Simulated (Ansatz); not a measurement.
Species: CH, charge 1, singlet. A triplet may lie lower; no result for it is given here. CH+ (parent SMILES [CH], singlet).
B3LYP-D3(BJ)/def2-TZVP minimum from Ansatz (a first-principles code):
```
C
H 1 1.1375
```
Charge +1, spin multiplicity 1.

Hartree-Fock and CCSD correlation energies in hartree (Ansatz). Open shells are spin-unrestricted; no spin-orbit coupling. Cores are frozen in correlated methods. No relativity. The restricted determinant of CH+ (parent SMILES [CH], singlet) is unstable towards broken spin symmetry in at least one set run.

```
basis    X      E(HF)  E(corr, CCSD)
-------  -  ---------  -------------
cc-pVTZ  3  -37.90728       -0.11415
cc-pVQZ  4  -37.90923       -0.11846
cc-pV5Z  5  -37.90967       withheld
```

### Question
Fit E(corr) = E∞ + A/X³ to X = 3 and 4, predict X = 5, and compare with the run.

### Answer
A = (-0.11415 - (-0.11846))/(1/27 - 1/64) = 0.2013; E∞ = -0.11846 - A/64 = -0.12161; at X = 5, E∞ + A/125 = -0.11999. The run gave -0.11976, 0.23 mEh above the prediction. The same form on X = 4 and 5 gives E∞ = -0.12112, 0.48 mEh above the first estimate.
